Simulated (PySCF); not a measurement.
# ClH₆: from HF to coupled cluster and rigid scans

Aim: at the PBE0 minimum of doublet ClH₆, found before, compare methods on energies and levels. Rigid scans about the minimum follow.

The runs use PySCF 2.14.0; several methods, basis Cl def2-TZVP, H def2-TZVP, no relativity, density fitting.

### 1 Where the work starts

7 atoms, charge 0, spin multiplicity 2.

Bond lengths: Cl1–H2 1.465 Å, Cl1–H3 1.465 Å, Cl1–H4 1.465 Å, Cl1–H5 1.465 Å, Cl1–H6 1.465 Å, Cl1–H7 1.465 Å. Angles: H2–Cl1–H3 180.0°, H2–Cl1–H4 90.0°, H2–Cl1–H5 90.0°, H2–Cl1–H6 90.0°, H2–Cl1–H7 90.0°, H3–Cl1–H4 90.0°, H3–Cl1–H5 90.0°, H3–Cl1–H6 90.0°, H3–Cl1–H7 90.0°, H4–Cl1–H5 90.0°, H4–Cl1–H6 180.0°, H4–Cl1–H7 90.0°, H5–Cl1–H6 90.0°, H5–Cl1–H7 180.0°, H6–Cl1–H7 90.0°.

```xyz
7
charge 0 multiplicity 2
Cl    0.0000    0.0000    0.0000
H     0.0000    0.0000    1.4651
H     0.0000    0.0000   -1.4651
H     1.4651    0.0000    0.0000
H     0.0000    1.4651    0.0000
H    -1.4651    0.0000    0.0000
H     0.0000   -1.4651    0.0000
```

### 2 PBE0

The steps are one call of a driver around PySCF; scf.py gives each level's set-up. Each SCF starts from the density of the minimum. The driver also runs the species with one electron less or more at the same geometry (one less: multiplicity 1, one more: multiplicity 1); their logs are not shown.

The input, scf.py:

```python
from pyscf import gto, scf, dft
mol = gto.M(atom='''
Cl     0.000000     0.000000    -0.000000
H      0.000000     0.000000     1.465101
H     -0.000000    -0.000000    -1.465101
H      1.465101    -0.000000    -0.000000
H      0.000000     1.465101    -0.000000
H     -1.465101     0.000000     0.000000
H     -0.000000    -1.465101     0.000000''',
    basis={'Cl': 'def2-TZVP', 'H': 'def2-TZVP'},
    charge=0, spin=1)
mf = dft.UKS(mol, xc='PBE0')
mf.grids.atom_grid = (75, 302)
aux = {'Cl': 'def2-universal-JKFIT', 'H': 'def2-universal-JKFIT'}
mf = mf.density_fit(auxbasis=aux)
mf.conv_tol = 1e-08
mf.diis_space = 10
mf.max_cycle = 60
mf.verbose = 4
mf.kernel()
```

Run with:

```
OMP_NUM_THREADS=2 python axn.py task.json out
```

### 3 HF

Edit scf.py of step 2 so:

```diff
@@ -12,2 +12 @@
-mf = dft.UKS(mol, xc='PBE0')
-mf.grids.atom_grid = (75, 302)
+mf = scf.UHF(mol)
```

### 4 PBE

Edit scf.py of step 3 so:

```diff
@@ -12 +12,2 @@
-mf = scf.UHF(mol)
+mf = dft.UKS(mol, xc='PBE')
+mf.grids.atom_grid = (75, 302)
```

### 5 CCSD(T)

Edit scf.py of step 4 so:

```diff
@@ -12,2 +12 @@
-mf = dft.UKS(mol, xc='PBE')
-mf.grids.atom_grid = (75, 302)
+mf = scf.UHF(mol)
@@ -20,0 +20,3 @@
+from pyscf import cc
+mycc = cc.CCSD(mf, frozen=5).run()
+mycc.ccsd_t()
```

### 6 r2SCAN

Edit scf.py of step 5 so:

```diff
@@ -12 +12,2 @@
-mf = scf.UHF(mol)
+mf = dft.UKS(mol, xc='R2SCAN')
+mf.grids.atom_grid = (90, 434)
@@ -20,3 +20,0 @@
-from pyscf import cc
-mycc = cc.CCSD(mf, frozen=5).run()
-mycc.ccsd_t()
```

### 7 B3LYP

Edit scf.py of step 6 so:

```diff
@@ -12,2 +12,2 @@
-mf = dft.UKS(mol, xc='R2SCAN')
-mf.grids.atom_grid = (90, 434)
+mf = dft.UKS(mol, xc='B3LYP')
+mf.grids.atom_grid = (75, 302)
```

### 8 TPSSh

Edit scf.py of step 7 so:

```diff
@@ -12,2 +12,2 @@
-mf = dft.UKS(mol, xc='B3LYP')
-mf.grids.atom_grid = (75, 302)
+mf = dft.UKS(mol, xc='TPSSH')
+mf.grids.atom_grid = (90, 434)
```

### 9 LDA

Edit scf.py of step 8 so:

```diff
@@ -12,2 +12,2 @@
-mf = dft.UKS(mol, xc='TPSSH')
-mf.grids.atom_grid = (90, 434)
+mf = dft.UKS(mol, xc='LDA,VWN')
+mf.grids.atom_grid = (75, 302)
```

### 10 BHandHLYP

Edit scf.py of step 9 so:

```diff
@@ -12 +12 @@
-mf = dft.UKS(mol, xc='LDA,VWN')
+mf = dft.UKS(mol, xc='BHANDHLYP')
```

### 12 Breathing scan

A rigid scan with PBE0: all bonds to the central atom are scaled together. Each point starts from its neighbour's orbitals, and energies count from the minimum.

### 13 Stretching one bond

A rigid scan with PBE0: the bond from Cl to the last atom (H) is scaled and the rest held.

### 14 Trigonal twist

A rigid scan with PBE0: D3 path, twist of the two triangles (60 octahedral, 0 prismatic), bonds and polar angle fixed.

(Steps that only read results are left out.)

**Question.** What will these runs give? Wanted: atomisation energy, CCSD(T) in this basis; vertical ionisation energy, CCSD(T); vertical electron affinity, CCSD(T); orbital gap, range; T1, D1; T1, D1 of the cation; T1, D1 of the anion; all bonds 4 % longer; one bond 20 % longer.

**Answer**, as computed:

| quantity | value |
| --- | --- |
| atomisation energy, CCSD(T) in this basis | 367 kJ/mol |
| vertical ionisation energy, CCSD(T) | 6.73 eV |
| vertical electron affinity, CCSD(T) | 0.83 eV |
| orbital gap, range | 0.42 (LDA) to 7.04 (HF) eV |
| T1, D1 | 0.012, 0.026 |
| T1, D1 of the cation | 0.009, 0.013 |
| T1, D1 of the anion | 0.015, 0.027 |
| all bonds 4 % longer | 11.1 kJ/mol |
| one bond 20 % longer | 23.5 kJ/mol |
| prismatic shape, bonds held | 382.2 kJ/mol |

In words: In atomisation energy the functionals lie from +37 kJ/mol (BHandHLYP) to +432 kJ/mol (LDA) against CCSD(T). In a basis of this size CCSD(T) binds too weakly, often by tens of kJ/mol, while functionals are nearer their limits, so this ranks no functional. HF lacks the correlation that pairing electrons in bonds brings, so it binds too weakly, by 495 kJ/mol even against this CCSD(T). Against CCSD(T), the vertical ionisation energy is best met by BHandHLYP (+0.13 eV) and worst by HF (-0.74 eV). CCSD(T) took 24 s, about 7 times as long as BHandHLYP (3.3 s), which misses it by 0.13 eV. For the vertical electron affinity, PBE0 comes nearest to CCSD(T) (-0.02 eV) and HF is farthest (-1.06 eV). The PBE orbital energy is a poor guide to ionisation (4.2 eV, 2.6 eV too small); the difference of PBE energies gives 7.1 eV. Without diffuse functions electron affinities tend to come out too low. Shortening all bonds by 4 % costs 13.7 kJ/mol and lengthening them 11.1: the wall is steeper on the short side. Held rigid otherwise, the prismatic shape costs 382 kJ/mol.
